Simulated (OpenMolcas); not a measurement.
# C4H6 (1,2-butadiene): TPSS0/ANO-L-VDZP

Aim: the vertical electron affinity of C4H6 (1,2-butadiene) at TPSS0/ANO-L-VDZP, from 2 runs. 

The results are computed with OpenMolcas 26.06.

**1. Starting point**

C4H6: 10 atoms, total charge 0, spin state singlet. As SMILES, `C=C=CC`. Geometry: relaxed at GFN2-xTB.

Bond lengths: C1–C2 1.295 Å, C2–C3 1.297 Å, C3–C4 1.500 Å, C1–H5 1.079 Å, C1–H6 1.079 Å, C3–H7 1.084 Å, C4–H8 1.090 Å, C4–H9 1.087 Å, C4–H10 1.090 Å. Some angles: C1–C2–C3 179.6°, C2–C3–C4 124.6°, C2–C1–H5 121.8°, C2–C1–H6 121.9°, C2–C3–H7 119.6°, C4–C3–H7 115.8°, C3–C4–H8 110.0°, C3–C4–H9 110.8°, C3–C4–H10 110.0°, H5–C1–H6 116.3°.

**2. The energy at TPSS0/ANO-L-VDZP**

struct.xyz reads:

```xyz
10

C     -1.025380     1.633970    -0.801570
C     -0.212780     0.656800    -0.555290
C      0.594810    -0.326880    -0.307980
C      0.512390    -1.214870     0.897710
H     -1.931220     1.490600    -1.369940
H     -0.830430     2.637420    -0.456360
H      1.396650    -0.547750    -1.002720
H      0.378820    -2.251640     0.589380
H     -0.319510    -0.925690     1.534870
H      1.436670    -1.151950     1.471900
```

job.input reads:

```
* C4H6 Kohn-Sham DFT

&GATEWAY
  COORD = struct.xyz
  BASIS = ANO-L-VDZP
  GROUP = NoSym

&SEWARD

&SCF
  KSDFT = HYB_MGGA_XC_TPSS0
  PRORBITALS = 0
```

Started as:

```console
$ export MOLCAS_MEM=1860
$ pymolcas job.input > job.log
```

Standard output:

```text
--- Start Module: gateway ---
[...]
--- Stop Module: gateway /rc=_RC_ALL_IS_WELL_ ---
--- Start Module: seward ---
[...]
      Basis functions           86
--- Stop Module: seward /rc=_RC_ALL_IS_WELL_ ---
[...]
--- Start Module: scf ---
[...]
       Convergence after  12 Iterations
[...]
::    Total KS-DFT energy                            -156.0004740863
[...]
      Total spin, S                                     0.0000000000
[...]
      Total electronic charge=   30.000000
      Total            charge=   -0.000000
[...]
      Dipole Moment (debye):
      Origin of the operator (angstrom)=   -0.0266    0.1523   -0.1560
                   X=  1.5778E-01               Y= -3.7548E-01               Z=  2.6763E-01           Total=  4.8734E-01
      Quadrupole Moment (debye*angstrom):
[...]
--- Stop Module: scf /rc=_RC_ALL_IS_WELL_ ---
[...]
```

It took 28 s on 1 thread of Arm Neoverse V1, shared host; peak memory 0.47 GiB.

**3. The doublet anion at the same level**

struct.xyz is that of step 2.

job.inp reads:

```
&GATEWAY
COORD
struct.xyz
BASIS
ANO-L-VDZP
GROUP
NoSym
&SEWARD
&SCF
UHF
CHARGE
-1
SPIN
2
KSDFT
HYB_MGGA_XC_TPSS0
PRORBITALS
0
```

Started as:

```console
$ export MOLCAS_MEM=1860
$ pymolcas job.inp > job.log
```

Standard output:

```text
--- Start Module: gateway ---
[...]
--- Stop Module: gateway /rc=_RC_ALL_IS_WELL_ ---
--- Start Module: seward ---
[...]
      Basis functions           86
--- Stop Module: seward /rc=_RC_ALL_IS_WELL_ ---
[...]
--- Start Module: scf ---
[...]
       Convergence after  19 Iterations
[...]
::    Total KS-DFT energy                            -155.9337725422
[...]
      Total spin, S                                     0.5005942622
[...]
      Total electronic charge=   31.000000
      Total            charge=   -1.000000
[...]
      Dipole Moment (debye):
      Origin of the operator (angstrom)=   -0.0266    0.1523   -0.1560
                   X= -1.3589E+00               Y=  1.3848E+00               Z= -7.4968E-02           Total=  1.9416E+00
      Center of Charge (angstrom)
[...]
--- Stop Module: scf /rc=_RC_ALL_IS_WELL_ ---
[...]
```

It took 50 s on 1 thread of Arm Neoverse V1, shared host; peak memory 0.47 GiB.

**4. Results**

Level: TPSS0/ANO-L-VDZP.

| quantity | value |
| --- | --- |
| singlet C4H6: total energy | -156.00047 Eh |
| singlet C4H6: dipole moment | 0.49 D |
| singlet C4H6: HOMO energy | -7.29 eV |
| singlet C4H6: LUMO energy | 0.37 eV |
| singlet C4H6: HOMO–LUMO gap | 7.65 eV |
| doublet anion: total energy | -155.93377 Eh |
| doublet anion: HOMO energy (highest over α and β) | 3.15 eV |
| doublet anion: LUMO energy (lowest over α and β) | 4.47 eV |
| doublet anion: ⟨S²⟩ | 0.751 |
| vertical electron affinity (to the doublet anion) | -1.815 eV |

In words: This program's gradients are faulty for this kind of reference, so any forces in the log (doublet anion) can't be trusted; the energy can. The anion lies 1.82 eV (42 kcal/mol) above the neutral: the electron isn't bound at this level, and such a value depends on the basis. Without diffuse functions anions come out too high. Mulliken charges (singlet C4H6) run from -0.13 on C4 to +0.10 on C2. Mulliken charges (doublet anion) run from -0.37 on H7 to +0.11 on C2; they depend strongly on the basis. The HOMO (doublet anion) lies at positive energy, 3.15 eV; only total energies tell whether the electron is bound.
